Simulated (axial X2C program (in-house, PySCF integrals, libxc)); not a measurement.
## AlN⁺: bond constants with and without spin–orbit coupling

All values were computed with an axial X2C code built on PySCF integrals. Spin-free means the one-electron spin-free X2C Hamiltonian; two-component (2c) means X2C with spin–orbit coupling and atomic mean-field two-electron Coulomb and Gaunt terms, so the difference of the two also holds small scalar two-electron terms. Basis: Al dyall-v3z [8s8p2d1f], N dyall-av3z [7s7p3d2f] (cores contracted in-house); Gaussian nuclei, density fitting, unrestricted open shells. Masses: Al 26.982 u, N 14.003 u.

The run was started with this input:
```json
{
 "zs": [
  13,
  7
 ],
 "q": 1,
 "bas": [
  "dyall-v3z",
  "dyall-av3z"
 ],
 "levels": [
  "PBE0",
  "HF",
  "r2SCAN"
 ],
 "cc": true,
 "r0": 1.73,
 "thr": -2.0,
 "nmax": 90,
 "npts": 10,
 "nst": 2,
 "ntry": 6
}
```
```bash
python so2c.py task.json out
```

Keys: zs atomic numbers; q charge; bas basis sets; levels methods; cc coupled cluster on or off; r0 starting distance in Å; thr threshold in hartree for freezing inner shells (an s shell follows its p shell); nmax most natural virtual spinors; npts points on the curve; nst determinants followed; ntry starts of the search. HF also brings MP2.

State, spin-free: M_S = 3/2, Λ = 0 (beyond evenly filled blocks: σα, π+α, π-α); electrons by block: σα: 7, σβ: 6, π+α: 2, π+β: 1, π-α: 2, π-β: 1. Fragments: Al+ + N.

State, 2c: Ω = 3/2 (⟨Sz⟩ = 1.50, ⟨Lz⟩ = 0.00 at PBE0); electrons by block: 1/2: 8, -1/2: 8, 3/2: 2, -3/2: 1. Fragments: Al+ + N.

```tsv
Hamiltonian	level	Re (Å)	ωe (cm⁻¹)	ωexe (cm⁻¹)	Be (cm⁻¹)	αe (cm⁻¹)	De (eV)	D0 (eV)	k (mdyn/Å)	μ (D)
2c	PBE0	2.060	320.2	16.1	0.4311	0.0172	0.375	0.356	0.557	-2.66
2c	r2SCAN	2.041	382.5	10.9	0.4392	0.0117	0.511	0.487	0.795	-2.74
```

Spin-free values that have a 2c row agree with it to the digits that matter (0.001 Å, 0.01 eV) and are not repeated.

Dipoles are positive if N is the positive end and refer to the centre of mass.

One determinant describes the state; a PBE0 search over occupations chose it and may have missed a lower one. Dissociation energies refer to the lowest single-determinant-based atoms at the same level and basis. Density functionals use the spin component along the axis (collinear). With several unpaired electrons one determinant need not be a pure state. The bond is weak and the correlated curve of this state has no minimum in the scanned range, so this well may be an artefact of the functional. This is the top spin component of a Σ state; components of lower Ω are not single determinants and can lie lower.

No reliable constants came from CCSD (2c), CCSD (spin-free), CCSD(T) (2c), CCSD(T) (spin-free), HF (2c), HF (spin-free), MP2 (2c), MP2 (spin-free): no minimum in range, unconverged points, a curve that is not smooth, a change of character along it, or the two Hamiltonians disagreeing along it.

Rough cost a point (2c) on 1 thread(s) of a shared host, integrals apart: PBE0 0.27 s, r2SCAN 0.3 s.

The whole task took 85 s on 1 thread of Intel(R) Xeon(R) Processor @ 2.30GHz (shared host).
